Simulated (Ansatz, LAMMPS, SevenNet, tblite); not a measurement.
How well does each level of theory give the equilibrium lattice constant a of zinc-blende HgTe?

Reference value: 6.46 Å (measured, room temperature, not corrected to a static lattice; as tabulated in Cava et al. (2013), arXiv:1302.1059).

Question: What do Stillinger–Weber CdTeZnSeHgS0.sw, IPEA1-xTB, SevenNet-l3i5, LDA, PBE, PBEsol+SOC, PBE-D3(BJ), PBEsol-D3(BJ), r²SCAN-D4, r²SCAN+rVV10, B3LYP (VWN-RPA form), Hartree–Fock give, and how far is each from the reference?

Answer: 
```
level (code)                               value (Å)  difference (%)
-----------------------------------------  ---------  --------------
Stillinger–Weber CdTeZnSeHgS0.sw (LAMMPS)      6.460            0.00
IPEA1-xTB (tblite)                             6.509           +0.76
SevenNet-l3i5                                  6.660           +3.10
LDA (Ansatz)                                   6.435           -0.39
PBE (Ansatz)                                   6.650           +2.94
PBEsol+SOC (Ansatz)                            6.488           +0.43
PBE-D3(BJ) (Ansatz)                            6.546           +1.33
PBEsol-D3(BJ) (Ansatz)                         6.428           -0.50
r²SCAN-D4 (Ansatz)                             6.544           +1.30
r²SCAN+rVV10 (Ansatz)                          6.526           +1.02
B3LYP (VWN-RPA form) (Ansatz)                  6.710           +3.87
Hartree–Fock (Ansatz)                          6.722           +4.06
```

Leaving aside Stillinger–Weber CdTeZnSeHgS0.sw (doubt noted below), IPEA1-xTB (doubt noted below): The reference is not for a static lattice or low temperature, so close values are not ranked against it. Off by more than 1.25 %, or 1.75 % on the side where a correction would as a rule narrow the miss (bounds picked here): Hartree–Fock (+4.06 %), B3LYP (VWN-RPA form) (+3.87 %), SevenNet-l3i5 (+3.10 %), PBE (+2.94 %), PBE-D3(BJ) (+1.33 %), r²SCAN-D4 (+1.30 %).

The measured value isn't corrected to a static lattice, so vibrations enter the comparison. A static lattice is as a rule a little smaller than the measured one.  Density-functional levels without +SOC have no spin–orbit coupling. Stillinger–Weber CdTeZnSeHgS0.sw: the potential file covers more elements than this solid holds. IPEA1-xTB: this parameter set was refitted to ionisation energies, not structures. IPEA1-xTB: the run uses a supercell at the zone centre in place of a k mesh. B3LYP (VWN-RPA form), Hartree–Fock: the cell is over a tenth larger than the published one: the level's own overestimate first of all, though another phase or state, or a fault of the published cell, is possible. Cutoffs and k meshes differ between the levels. Ansatz's density-functional and Hartree–Fock values are scalar-relativistic unless marked +SOC, with PAW data made under PBE.

Empirical potentials (Stillinger–Weber CdTeZnSeHgS0.sw) are fitted to chosen data: where that held the value shown, agreement is built in, and what lay outside the fit can be far off. Machine-learned potentials (SevenNet-l3i5) are trained on DFT data: a solid inside that data is no test of them.

Differences are worked out from the printed values.

Ansatz is a quantum-chemistry and plane-wave program.
